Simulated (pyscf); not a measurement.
This saddle point was located with ωB97X-D3(BJ)/def2-SVP in PySCF.

```xyz
15

C      0.1854    -1.0487     0.6307
C      0.0226     0.2260    -0.1822
Si     1.5806     1.0472    -0.8177
H     -0.7696    -1.3729     1.0762
H      0.9076    -0.9126     1.4530
H      0.5548    -1.8813     0.0064
H     -0.4862     1.1125     0.6224
H     -0.7590     0.1442    -0.9551
H      2.4906     1.3486     0.3299
H      2.3257     0.1712    -1.7756
H      1.2454     2.3260    -1.5128
C     -1.0602     1.9873     1.5534
H     -1.9693     1.4765     1.8936
H     -0.2935     2.0970     2.3305
H     -1.2510     2.9054     0.9841
```
Charge 0, spin multiplicity 2.

Surface: doublet, charge 0. Lowest wavenumbers (cm⁻¹): 1740i, 18, 86, 108, 154.

Q: Which two sides does it connect, and which bonds change?

A: H₃C–CH₂–SiH₃ (SMILES CC[SiH3]) + CH₃• (SMILES [CH3]) ⇌ H₃C–CH•–SiH₃ (SMILES C[CH][SiH3]) + CH₄ (SMILES C), a hydrogen abstraction read from left to right: C–H broken and C–H formed. At ωB97M-D3(BJ)/def2-TZVP it lies +50.4 kJ/mol from the left side and +87.6 kJ/mol from the right (each side as separated species at their lowest minima found). H₃C–CH₂–SiH₃ lies 53.6 kJ/mol over its isomer H₃C–SiH₂–CH₃ (electronic energy, ωB97M-D3(BJ)/def2-TZVP). H₃C–CH•–SiH₃ lies 73.8 kJ/mol over its isomer H₃C–SiH•–CH₃ (electronic energy, ωB97M-D3(BJ)/def2-TZVP). One saddle was located; it need not be the lowest between these sides. The angle at the transferred H is 176°.
